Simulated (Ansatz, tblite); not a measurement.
Cost and result up the ladder for the cluster Si₂S⁺ (3 atoms). Charge 1, multiplicity 2. Geometry: PBE-D4/def2-TZVP.

```xyz
3

Si   -0.669   -0.851    0.895
Si    1.354    0.354   -0.121
S    -0.685    0.497   -0.774
```

Ansatz on 4 threads of Arm Neoverse V2 on a shared host; xTB runs through tblite on one thread. Times are rough, summed over both states, and most runs start from the orbitals of an earlier one. RPA@PBE/def2-TZVP serves as the yardstick here, not as an exact answer. The other state is a quartet at its own geometry.

The xTB rows come from tblite. HSE06 is defined as in plane-wave codes, on full-range PBE exchange. Correlated methods freeze 15 core orbitals. In CCSD on the charge 1 quartet the largest single amplitude is 0.20, so its Hartree–Fock determinant may place the open shell otherwise than the density functionals do. The structure comes from a short search, and lower isomers may exist.

Run but left out: HF/STO-3G, HF/def2-TZVP, HF/def2-TZVPP, MP2/def2-TZVP, MP2/def2-TZVPP (quartet: a determinant that CCSD turns far, T1 0.064).

Correlated methods converge slowly with the basis.

xTB has no spin-polarisation term.

```json
{"level": "GFN1-xTB", "functions": "27", "wall time": "0.007 s"}
{"level": "GFN2-xTB", "functions": "27", "wall time": "0.009 s"}
{"level": "PBE-D4/def2-TZVP", "functions": "111", "wall time": "2.1 s"}
{"level": "BLYP-D4/def2-TZVP", "functions": "111", "wall time": "2.1 s"}
{"level": "HSE06-D4/def2-TZVP", "functions": "111", "wall time": "2.9 s"}
{"level": "RPA@PBE/def2-TZVP", "functions": "111", "wall time": "3 s"}
{"level": "BHLYP-D4/def2-TZVP", "functions": "111", "wall time": "4.1 s"}
{"level": "CAM-B3LYP-D4/def2-TZVP", "functions": "111", "wall time": "4.7 s"}
{"level": "PBE0-D4/def2-TZVP", "functions": "111", "wall time": "4.7 s"}
{"level": "r2SCAN-D4/def2-TZVP (with forces)", "functions": "111", "wall time": "5.8 s"}
{"level": "CCSD(T)/def2-TZVPP", "functions": "126", "wall time": "8.6 s"}
{"level": "r2SCAN0-D4/def2-TZVP", "functions": "111", "wall time": "9.3 s"}
```

Problem. Estimate what each level gives for the quartet − doublet (eV).

Solution. 
| level | quartet − doublet (eV) | difference from RPA@PBE/def2-TZVP (eV) | remarks |
| --- | --- | --- | --- |
| GFN1-xTB | 3.29 | 0.90 | – |
| GFN2-xTB | 2.24 | -0.15 | – |
| PBE-D4/def2-TZVP | 2.22 | -0.18 | – |
| BLYP-D4/def2-TZVP | 2.37 | -0.02 | – |
| HSE06-D4/def2-TZVP | 2.27 | -0.12 | – |
| RPA@PBE/def2-TZVP | 2.39 | 0.00 | – |
| BHLYP-D4/def2-TZVP | 2.51 | 0.11 | – |
| CAM-B3LYP-D4/def2-TZVP | 2.51 | 0.11 | – |
| PBE0-D4/def2-TZVP | 2.28 | -0.11 | – |
| r2SCAN-D4/def2-TZVP (with forces) | 2.11 | -0.28 | – |
| CCSD(T)/def2-TZVPP | 2.44 | 0.05 | large T1 (0.064) (quartet) |
| r2SCAN0-D4/def2-TZVP | 2.19 | -0.20 | – |
